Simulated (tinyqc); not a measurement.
The basis set: RHF and MP2 along a ladder of basis sets, for H2O, spin multiplicity 1. Computed by the program tinyqc with PySCF. 

Geometry (angstrom):

| atom | x | y | z |
|---|---|---|---|
| O | 0.0000 | 0.0000 | 0.0000 |
| H | 0.0000 | 0.6410 | 0.6210 |
| H | 0.0000 | -0.6950 | 0.6730 |

Same geometry throughout; the dipole is taken about the origin.

RHF and frozen-core MP2 in a ladder of bases:

| basis | functions | E(RHF) (hartree) | E(MP2 corr) (hartree) | HOMO (eV) | LUMO (eV) | dipole (debye) |
|---|---|---|---|---|---|---|
| sto-3g | 7 | -74.947693 | -0.035369 | -10.9250 | 17.2066 | 1.8486 |
| 3-21g | 13 | -75.569587 | -0.119809 | -13.2770 | 7.2088 | 2.6067 |
| 6-31g | 13 | -75.968303 | -0.126202 | -13.8429 | 5.5212 | 2.8145 |
| 6-31g** | 24 | -76.012921 | -0.193659 | -13.6986 | 5.8692 | 2.3586 |
| cc-pvdz | 24 | -76.017639 | -0.201232 | -13.5958 | 5.0348 | 2.2072 |
| aug-cc-pvdz | 41 | -76.031830 | -0.218083 | -14.0212 | 0.9404 | 2.1680 |
| cc-pvtz | 58 | -76.048061 | -0.260953 | -13.8998 | 3.8293 | 2.1906 |

From cc-pVDZ to cc-pVTZ the RHF energy falls by 30.4 mhartree and the correlation energy by 59.7. If valence correlation converges as X^-3, (27 E(T) - 8 E(D))/19 gives -0.2861 hartree, a rough estimate from such small X that usually falls short; STO-3G holds about 12 % of it. Beyond STO-3G the LUMO moves by 6.3 eV and the HOMO by 0.7 eV; diffuse functions lower the positive LUMO sharply, since an unbound virtual level tracks the most diffuse function.
